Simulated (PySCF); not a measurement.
C3H3NO (charge +1 and doublet state).
Geometry (GFN2-xTB, Å), atoms numbered from 1 in this order:
```
atom  x, y, z in Å
C1     2.0572    0.3502   -0.3172
C2     0.8680    0.2809   -0.1060
C3    -0.5583    0.3654    0.1835
N4    -1.3577   -0.6568    0.1112
O5    -0.7116    1.5429    0.4707
H6     3.0934    0.2451   -0.5364
H7    -2.3454   -0.5383    0.3246
H8    -1.0366   -1.5801   -0.1550
```

The hyperfine couplings belong to this conformer and change with its torsions.

Identity: `[C](/C(N)=O)=[C+]\[H]` [radical] (charge +1).

Theory: UKS B3LYP, pcH-1 on C H N O, non-relativistic, mean-field spin-orbit, GIAO in PySCF 2.14.0. Geometry: GFN2-xTB, one conformer, isolated ion. A GFN2-xTB geometry isn't a minimum of the functional, and hyperfine couplings can be far from their values at a DFT geometry, by a factor of two or more for some ions and for spin on atoms past the first row.

What are Nα, Nβ and the exact ⟨S²⟩?

35 electrons with 2S = 1: 18 α and 17 β; S(S+1) = 0.75.

Mulliken spin populations, one withheld:

```
atom    bound to  population
  C1      C2, H6           ?
  C2      C1, C3     +0.0857
  C3  C2, N4, O5     -0.0442
  N4  C3, H7, H8     -0.0032
  O5          C3     +0.6496
  H6          C1     -0.0129
  H7          N4     -0.0004
  H8          N4     +0.0013
```

What does C1 hold?

The populations add up to Nα − Nβ = 1, and the others sum to 0.6759, so C1 holds +0.324.

How is the spin shared among the elements?

Oxygen +0.65, carbon +0.37, nitrogen 0.00, hydrogen -0.01. The positive populations sum to 1.06, the negative ones to -0.06.

With ⟨S²⟩ = 0.7620, find the sum of squared α–β overlaps and estimate the admixture of higher spin.

Σ|⟨iα|jβ⟩|² over occupied orbitals = Nβ − [⟨S²⟩ − S(S+1)] = 17 − 0.0120 = 16.9880. If the quartet state (S + 1) were the only admixture, its weight would be 0.0120/(2S + 2) = 0.40 %.

What Fermi-contact NMR shifts do the couplings of C1, C3, N4, H6, H7, H8 imply at 350 K (Curie law, g = gₑ)?

δ = a_FC·h·gₑ μB S(S+1)/(3 g_N μN kT), with k/h = 20836.6 MHz/K:

```tsv
nuclei	isotope	a_FC (MHz)	g_N	contact shift (ppm)
C1	13C	22.31	1.4048	+2002
C3	13C	-29.58	1.4048	-2653
N4	14N	2.75	0.4038	+860
H6	1H	-27.59	5.5857	-623
H7	1H	-2.02	5.5857	-46
H8	1H	4.70	5.5857	+106
```

The shifts go as 1/T: at 400 K they are 0.875 times these.

H7 and H8 aren't averaged: N4 is flat or nearly so (angle sum 360°), and its turn about the short N4–C3 bond (1.30 Å) is taken as slow.

β density exceeds α density at some nuclei, such as C3 (-0.0263) and H6 (-0.0062), spin density in bohr⁻³. In a single determinant that takes different orbitals for the two spins, that is spin polarisation.

The SMILES `[H]/[C+]=[C]/C(N)=O` draws the unpaired electron on C2, whose computed spin population is only +0.09.
